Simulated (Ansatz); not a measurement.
Born–Oppenheimer molecular dynamics of C$_{2}$H$_{7}$B (10 atoms, charge 0, multiplicity 1). It starts from a relaxed structure.

The calculation used Ansatz 0.2.0, RKS PBE0-D4/def2-SVP.

| Quantity | Value |
| --- | --- |
| ensemble | NVT, Langevin thermostat |
| time step | 1 fs |
| steps asked | 150 |
| set temperature | 500 K |
| friction | 0.005 /fs |
| seed | 909445 |

First frame:

```xyz
10
Properties=species:S:1:pos:R:3
B 0.000 -0.086 -0.073
H -0.002 -0.276 1.130
C 1.378 0.092 -0.788
H 1.776 -0.939 -0.892
H 1.329 0.519 -1.801
H 2.125 0.630 -0.185
C -1.376 -0.038 -0.812
H -2.117 -0.749 -0.414
H -1.788 0.967 -0.581
H -1.325 -0.119 -1.908
```

(1) How far do the bonds stretch over the last three quarters of this one trajectory? (Pairs bonded in most of those frames.)

## Answers

(1) 
| bond | mean (Å) | spread (Å) | shortest | longest |
| --- | --- | --- | --- | --- |
| B1–H2 | 1.221 | 0.022 | 1.17 | 1.28 |
| B1–C3 | 1.567 | 0.026 | 1.51 | 1.62 |
| B1–C7 | 1.575 | 0.030 | 1.48 | 1.63 |
| C3–H4 | 1.111 | 0.030 | 1.06 | 1.16 |
| C3–H5 | 1.102 | 0.011 | 1.08 | 1.13 |
| C3–H6 | 1.110 | 0.032 | 1.05 | 1.17 |
| C7–H8 | 1.104 | 0.037 | 1.04 | 1.17 |
| C7–H9 | 1.109 | 0.025 | 1.05 | 1.17 |
| C7–H10 | 1.112 | 0.025 | 1.06 | 1.16 |

Mean temperature of the second half: 277 K. The mean temperature of the second half is 45 % below the set value. A run of 0.15 ps of so small a system gives no equilibrium averages.

Run time: 5.1 min on 1 thread of Arm Neoverse V1, on a shared host, peak memory 0.12 GiB.
